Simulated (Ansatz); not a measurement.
CaB6-type CaB6, treated with rVV10 (Ansatz, a first-principles code, PAW).

Run with plane-wave cutoff 520 eV, 8×8×8 k mesh, Fermi–Dirac smearing 0.01 eV, scalar-relativistic PAW data made under PBE.

Energies at three volumes about the minimum:

| V (Å³/atom) | E − E_lowest (meV/atom) |
|---|---|
| 9.949 | 1.98 |
| 10.152 | 0.00 |
| 10.355 | 1.86 |

Q: Fit a parabola by hand: where is the minimum, what lattice constant follows, and what is the bulk modulus?

A: Slopes: (0.00 − 1.98)/(10.152 − 9.949) = -9.754 and (1.86 − 0.00)/(10.355 − 10.152) = 9.163 meV/Å³. Curvature E″ = 2 × (9.163 − (-9.754))/(10.355 − 9.949) = 93.187 meV/Å⁶. From the middle of the first interval, the slope vanishes at V0 = 10.0505 − (-9.754)/93.187 = 10.155 Å³/atom. B = V0 E″ = 10.155 × 93.187 meV/Å³ × 0.1602 GPa per meV/Å³ = 152 GPa. With 7 atoms in the cube, a = (7 × 10.155)^(1/3) = 4.142 Å. The full Birch–Murnaghan fit to all volumes gives V0 = 10.151 Å³/atom and B0 = 151 GPa.

Shape and atoms are relaxed at each volume.

Measured, for comparison: bulk modulus 170 ± 5 GPa (room temperature, not corrected to a static lattice; as tabulated in Structural stability and vibrational characteristics of CaB6 under high …); lattice constant a 4.151 Å (temperature not stated, not corrected to a static lattice; as tabulated in Singh (2010), arXiv:1009.1807). Computed (rounded) less measured: bulk modulus -11 %.

Note: the bulk modulus comes from volumes at which shape and atoms were relaxed.
